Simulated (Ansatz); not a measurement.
Compare A (`C=CCC(=O)O`) with its isomer B (`COC1C=CO1`).

Gas-phase electronic energies from Ansatz, PBE0-D4/def2-TZVP geometries. CCSD(T)/CBS is the MP2 limit (def2-TZVPP, def2-QZVPP) plus CCSD(T) − MP2 in def2-TZVPP, frozen cores. Functionals use def2-TZVPP. B3LYP here is the variant with VWN-RPA as its local correlation; programs differ in this. One conformer a species, not always the lowest.

A:

```xyz
12

C    -1.739    0.715    1.096
C    -0.463    0.712    0.743
C     0.258   -0.491    0.237
C     1.064   -0.217   -1.005
O     1.387    0.865   -1.410
O     1.422   -1.359   -1.616
H    -2.353   -0.178    1.023
H    -2.218    1.611    1.470
H     0.124    1.622    0.811
H     0.980   -0.849    0.984
H    -0.421   -1.326    0.050
H     1.959   -1.106   -2.381
```

B:

```xyz
12

C     1.000   -0.326    1.691
O     0.982   -0.354    0.277
C    -0.265   -0.274   -0.248
C    -0.384   -0.184   -1.740
C    -0.955    1.003   -1.544
O    -0.862    1.095   -0.179
H     0.380   -1.129    2.107
H     2.034   -0.474    1.998
H     0.643    0.637    2.068
H    -0.977   -0.940    0.256
H    -0.158   -0.834   -2.565
H    -1.440    1.781   -2.121
```

**Question.** Which isomer does CCSD(T)/CBS put lower? Give the gap. (Estimate.)

**Answer.** Ansatz gave: A, by 54.3 kcal/mol.

**Question.** Give E(B) − E(A) in kcal/mol with B2PLYP, CCSD/def2-TZVPP, CCSD(T)/def2-TZVPP, B3LYP-D4, B3LYP, PBE0-D4, PBE-D4. (Estimate.)

**Answer.** The calculation gave: B2PLYP 55.9, CCSD/def2-TZVPP 55.1, CCSD(T)/def2-TZVPP 54.4, B3LYP-D4 55.9, B3LYP 56.0, PBE0-D4 53.0, PBE-D4 52.3. None reverses the order clearly.

Largest T1 diagnostic: 0.014.

In def2-TZVPP, CCSD(T) changes the Hartree–Fock value by −6.3 kcal/mol (the triples alone add −0.7 kcal/mol) and MP2 by −6.1 kcal/mol.
